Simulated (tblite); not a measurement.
**naphthalene: calculation against experiment**

**Experimental background.**

CRC Handbook of Chemistry and Physics lists, for the gas at 298.15 K: standard entropy 333.1 J/(mol K).

The runs below try to reproduce these values; the comparison stands at the end.

Species: naphthalene, C₁₀H₈.
Atom-mapped SMILES: `[cH:1]1[cH:2][cH:3][c:4]2[cH:5][cH:6][cH:7][cH:8][c:9]2[cH:10]1` (hydrogens: H11 on C1; H12 on C2; H13 on C3; H14 on C5; H15 on C6; H16 on C7; H17 on C8; H18 on C10)

Geometry (GFN2-xTB, Å), atoms numbered from 1 in this order:
```
atom  x, y, z in Å
C1     2.2573    1.1051   -0.0497
C2     2.4981   -0.2752    0.0414
C3     1.4545   -1.1563    0.0878
C4     0.1211   -0.6977    0.0441
C5    -0.9782   -1.5806    0.0878
C6    -2.2583   -1.1044    0.0461
C7    -2.4991    0.2759   -0.0415
C8    -1.4557    1.1569   -0.0875
C9    -0.1223    0.6981   -0.0471
C10    0.9771    1.5810   -0.0919
H11    3.0947    1.7871   -0.0850
H12    3.5170   -0.6333    0.0745
H13    1.6358   -2.2197    0.1602
H14   -0.7886   -2.6427    0.1557
H15   -3.0954   -1.7864    0.0802
H16   -3.5177    0.6346   -0.0718
H17   -1.6363    2.2206   -0.1553
H18    0.7872    2.6432   -0.1596
```

GFN2-xTB wavenumbers (cm⁻¹, harmonic, unscaled, at the method's own geometry): 157, 166, 348, 356, 434, 449, 485, 502, 584, 586, 724, 729, 780, 801, 808, 871, 882, 896, 912, 922, 927, 931, 1074, 1084, 1138, 1173, 1180, 1180, 1229, 1229, 1260, 1354, 1361, 1402, 1434, 1452, 1512, 1569, 1611, 1615, 3065, 3066, 3068, 3070, 3077, 3079, 3086, 3090. Point group D2h, symmetry number 4. Entropy at 298.15 K and 1 bar in J/(mol K): translation 169.4, rotation 109.4, vibration 58.6.

Results beside the measurements:

**Standard entropy at 298.15 K.** Measured: 333.1 J/(mol K) (298.15 K; CRC Handbook of Chemistry and Physics).

```tsv
level	computed (J/(mol K))	computed − measured (J/(mol K))	% (from the printed values)
GFN2-xTB, rigid rotor and harmonic oscillator	337.4	+4.3	+1
```

Ideal gas at 1 bar, most abundant isotopes; table values of this kind come from calorimetry or from spectroscopic constants.

No measured geometry was used, and the causes of the misses weren't examined.
